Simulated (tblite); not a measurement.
C5H9P.
Bonds: C1–C2 (double), C2–C3, C3–P4, P4–C5, C5–C6 (double). Hydrogens: H7, H8 on C1; H9 on C2; H10, H11 on C3; H12 on P4; H13 on C5; H14, H15 on C6.

Computed with GFN2-xTB (tblite), gas phase: L-BFGS steps from a force-field or distance-geometry start until the largest atomic force falls under 0.01 eV/Å.

Step 25: E = -482.3872 eV
```
atom  x, y, z in Å  |  force x, y, z in eV/Å
C1     -2.8404    0.1189   -0.6524    0.010   0.003  -0.043
C2     -2.0544   -0.3952    0.2763   -0.026   0.054   0.006
C3     -0.6296   -0.7726    0.0623   -0.040  -0.030   0.020
P4      0.4956    0.3529    1.0585   -0.009   0.013   0.012
C5      2.0858   -0.1222    0.3137    0.020   0.002   0.036
C6      3.0546    0.7293    0.0097   -0.025  -0.054   0.052
H7     -3.8639    0.3880   -0.4518    0.028  -0.015   0.008
H8     -2.4949    0.2850   -1.6604    0.010   0.003   0.001
H9     -2.4333   -0.5455    1.2785    0.033  -0.014   0.033
H10    -0.4575   -1.7843    0.4465    0.031  -0.015  -0.049
H11    -0.3665   -0.7345   -0.9974    0.037   0.005   0.013
H12     0.2903    1.4941    0.2726    0.018  -0.001  -0.008
H13     2.2582   -1.1933    0.2476   -0.047   0.065  -0.009
H14     4.0178    0.3911   -0.3367    0.001   0.007  -0.043
H15     2.9338    1.7962    0.1112   -0.042  -0.023  -0.029
```

Step 26: E = -482.3880 eV
```
atom  x, y, z in Å  |  force x, y, z in eV/Å
C1     -2.8391    0.1188   -0.6536    0.004  -0.006  -0.034
C2     -2.0545   -0.3938    0.2768   -0.020   0.032   0.003
C3     -0.6300   -0.7702    0.0637   -0.001  -0.019   0.020
P4      0.4937    0.3543    1.0637    0.033   0.009  -0.028
C5      2.0846   -0.1224    0.3160    0.011   0.008   0.047
C6      3.0544    0.7273    0.0092   -0.027  -0.043   0.033
H7     -3.8644    0.3805   -0.4569    0.004   0.005   0.019
H8     -2.4918    0.2884   -1.6597    0.020   0.000  -0.014
H9     -2.4325   -0.5477    1.2786    0.017  -0.010   0.031
H10    -0.4555   -1.7820    0.4453    0.020  -0.024  -0.036
H11    -0.3651   -0.7319   -0.9956    0.037   0.018   0.010
H12     0.2904    1.4967    0.2776    0.017  -0.010   0.001
H13     2.2546   -1.1941    0.2487   -0.047   0.077  -0.004
H14     4.0163    0.3888   -0.3435   -0.028   0.008  -0.025
H15     2.9346    1.7953    0.1080   -0.039  -0.044  -0.022
```

Step 27: E = -482.3887 eV
```
atom  x, y, z in Å  |  force x, y, z in eV/Å
C1     -2.8380    0.1184   -0.6554   -0.002  -0.012  -0.012
C2     -2.0550   -0.3921    0.2774   -0.002  -0.001   0.001
C3     -0.6304   -0.7677    0.0654    0.036  -0.001   0.012
P4      0.4926    0.3559    1.0686    0.048   0.004  -0.044
C5      2.0834   -0.1223    0.3191   -0.006   0.015   0.047
C6      3.0540    0.7247    0.0088   -0.017  -0.016   0.006
H7     -3.8651    0.3730   -0.4619   -0.013   0.022   0.021
H8     -2.4881    0.2918   -1.6596    0.026  -0.004  -0.024
H9     -2.4321   -0.5506    1.2790    0.001  -0.001   0.018
H10    -0.4530   -1.7801    0.4437    0.007  -0.028  -0.022
H11    -0.3630   -0.7284   -0.9933    0.030   0.028   0.010
H12     0.2910    1.4994    0.2833    0.016  -0.014   0.004
H13     2.2502   -1.1936    0.2498   -0.041   0.053   0.002
H14     4.0141    0.3863   -0.3509   -0.048   0.004  -0.008
H15     2.9351    1.7933    0.1041   -0.035  -0.048  -0.011
```

Problem. Estimate the geometry and energy of step 28. (The exact step hangs on the optimiser's Hessian estimate; all steps are aligned on step 27, rigid shifts and turns removed.)

Solution. E = -482.3893 eV, largest force 0.053 eV/Å
```
atom  x, y, z in Å  |  force x, y, z in eV/Å
C1     -2.8371    0.1176   -0.6574   -0.004  -0.016   0.010
C2     -2.0555   -0.3907    0.2779    0.018  -0.028  -0.003
C3     -0.6302   -0.7653    0.0674    0.052   0.012   0.002
P4      0.4928    0.3573    1.0727    0.034   0.002  -0.029
C5      2.0823   -0.1218    0.3227   -0.019   0.015   0.033
C6      3.0534    0.7222    0.0081   -0.005   0.011  -0.018
H7     -3.8661    0.3664   -0.4663   -0.014   0.032   0.018
H8     -2.4843    0.2949   -1.6599    0.023  -0.010  -0.020
H9     -2.4322   -0.5536    1.2794   -0.009   0.008  -0.002
H10    -0.4506   -1.7786    0.4423   -0.005  -0.025  -0.011
H11    -0.3603   -0.7243   -0.9908    0.024   0.034   0.010
H12     0.2919    1.5018    0.2891    0.015  -0.010  -0.001
H13     2.2452   -1.1923    0.2508   -0.030   0.011   0.008
H14     4.0111    0.3838   -0.3579   -0.050  -0.007   0.002
H15     2.9352    1.7907    0.1001   -0.032  -0.031   0.000
```

The energy changes by -0.0006 eV. The first-order estimate −F·Δx gives -0.0009 eV and the mean of the old and new forces, exact on a quadratic surface, -0.0006 eV. The step makes an angle of 73° with the force vector and moves no atom by more than 0.008 Å.

What follows is the cost of the whole relaxation. On Intel Xeon Platinum 8488C, one thread, no GPU, shared host with 192 logical CPUs at a one-minute load of 44, this took 0.45 s wall.
